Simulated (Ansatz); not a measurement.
`CC(=O)OC(C)C` → 5 C• + 10 H• + 2 O•  (atomization)

Computed with Ansatz on PBE0-D4/def2-TZVP structures; ΔE is electronic, products minus reactants. CBS: MP2 limit from def2 TZ/QZ plus the TZ coupled-cluster correction, frozen cores. This one scheme is used for every species, atoms too. DFT in def2-TZVPP. B3LYP here is the variant with VWN-RPA as its local correlation; programs differ in this. Open shells (•) are unrestricted, without spin–orbit coupling. Spin–orbit coupling would lower the free atoms: a little for C, O. One conformer a species, not always the lowest.

`CC(=O)OC(C)C`:

```xyz
17

C     0.844    1.576    2.124
C     0.434    0.299    1.454
O     0.523   -0.796    1.942
O    -0.052    0.539    0.230
C    -0.483   -0.603   -0.540
C     0.710   -1.227   -1.230
C    -1.527   -0.092   -1.503
H    -0.011    2.251    2.193
H     1.230    1.359    3.117
H     1.607    2.079    1.527
H    -0.919   -1.322    0.157
H     1.189   -0.503   -1.894
H     1.439   -1.577   -0.498
H     0.390   -2.083   -1.829
H    -2.361    0.364   -0.968
H    -1.914   -0.917   -2.105
H    -1.100    0.653   -2.178
```

```csv
level,ΔE (eV)
B97M-V,73.07
B3LYP-D4,72.96
```

Question: What does CCSD(T)/CBS give? (An estimate is asked.)

Answer: Computed: +72.91 eV. The listed levels differ from it by 0.16, 0.05 eV.

Largest T1 diagnostic among the species: 0.013.

Leaving LDA and LC-ωPBE aside and taking each functional with its dispersion term where it has one, the values, not all of them listed here, spread over 4.19 eV, from BHLYP-D4 to PBE-D4. LDA lies +9.53 eV from PBE without D4, its usual overbinding. From BLYP to BHLYP (50 % exact exchange), in def2-TZVPP and without D4, ΔE moves by −1.89 eV: exact exchange takes away binding that semilocal exchange gives to molecules. The D4 term adds +0.53 eV with B3LYP and +0.28 eV with PBE0; it sums over pairs of atoms, weighted by their polarisabilities, and B3LYP, whose exchange is more repulsive, gets the larger term.

For atomizations the MP2-based limit and the directly extrapolated one differ by several kJ/mol either way, and by 10 to 25 for some Ge, Se and Sn compounds, so smaller differences from it don't rank the levels.
